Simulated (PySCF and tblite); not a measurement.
The numbers below are computed, except where a source is named.
C₅H₁₂, numbered as in [CH3:1][CH2:2][CH2:3][CH2:4][CH3:5].

Conformers came from 90 starts (ETKDG and KDG, MMFF94s, GFN2-xTB); geometries are PBE0-D3(BJ)/def2-SVP. Energies: PBE0-D3(BJ)/def2-TZVP, with GFN2-xTB thermal terms (modes under about 100 cm⁻¹ blended into free rotors). Symmetry numbers and mirror images are counted. Conformers within 4 kcal/mol (GFN2-xTB free energy) were kept, 5 at most. GIAO shieldings: PBE0/pcSseg-1. Shifts are against TMS (¹H), TMS (¹³C) at the same level. Run with PySCF (density fitting) and tblite.

Torsions listed: C1–C2–C3–C4, C2–C3–C4–C5. Of a mirror pair one member is shown.

```json
{"conformer": "1", "shape": "-177°, -65°", "symmetry": "C1 (pair)", "E(GFN2) kcal/mol": "0.54", "E(DFT) kcal/mol": "0.61"}
{"conformer": "2", "shape": "180°, 180°", "symmetry": "C2v", "E(GFN2) kcal/mol": "0.00", "E(DFT) kcal/mol": "0.00"}
{"conformer": "3", "shape": "60°, 60°", "symmetry": "C2 (pair)", "E(GFN2) kcal/mol": "1.11", "E(DFT) kcal/mol": "1.01"}
{"conformer": "4", "shape": "-63°, 88°", "symmetry": "C1 (pair)", "E(GFN2) kcal/mol": "2.58", "E(DFT) kcal/mol": "2.88"}
```

How much do the weights at 298.15 K and the averaged shift of C2/C4 depend on how the conformers are weighted?


```tsv
weighting	1 (%)	2 (%)	3 (%)	4 (%)	δ (ppm)	rms dipole (D)
DFT energy with thermal terms, symmetry and mirror images (full scheme)	48	42	9	1	25.4	0.08
DFT energy with symmetry and mirror images	50	36	13	1	25.0	0.08
bare DFT energy	23	65	12	0	25.8	0.08
GFN2-xTB energy with symmetry and mirror images	54	34	10	2	25.1	0.08
GFN2-xTB free energy	52	40	7	1	25.4	0.08
leading conformer alone	100	0	0	0	24.6	0.08
equal weights	25	25	25	25	24.7	0.10
full scheme, search stopped after three starts	85	0	15	0	23.9	0.07
```

The largest departure from the full scheme, 1.4 ppm, comes with: full scheme, search stopped after three starts.
